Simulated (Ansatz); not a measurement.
For fcc Rh, PBE-D3(BJ) (plane waves, PAW; Ansatz, a first-principles code) gives:

```
Quantity                         Result
------------------------------  -------
equilibrium lattice constant a  3.793 Å
bulk modulus B0                 281 GPa
```

Question: What does LC-ωPBE in Ansatz (plane waves, PAW) give for the same quantities?

Answer: 
- lattice constant a: 3.739 Å (decreases by 1.4 %)
- bulk modulus: 352 GPa (rises by 25 %)

For comparison: lattice constant a 3.794 Å (measured, static lattice: zero-point anharmonic expansion removed; as tabulated in Mejia-Rodriguez and Trickey (2018), arXiv:1807.09216); bulk modulus 271 GPa (measured, corrected for temperature and zero-point phonon effects, our sources range from 271 to 289; as tabulated in Levämäki et al. (2014), arXiv:1402.3671).

Changes are worked out from the printed values.

Unless a cell is named, each level is at its own relaxed cell (PBE-D3(BJ) 13.64, LC-ωPBE 13.07 Å³/atom).

The crystal itself was run without spin with PBE-D3(BJ), LC-ωPBE; a magnetic state was not tried in these runs.

Ansatz's density-functional and Hartree–Fock values are scalar-relativistic unless marked +SOC, with PAW data made under PBE.
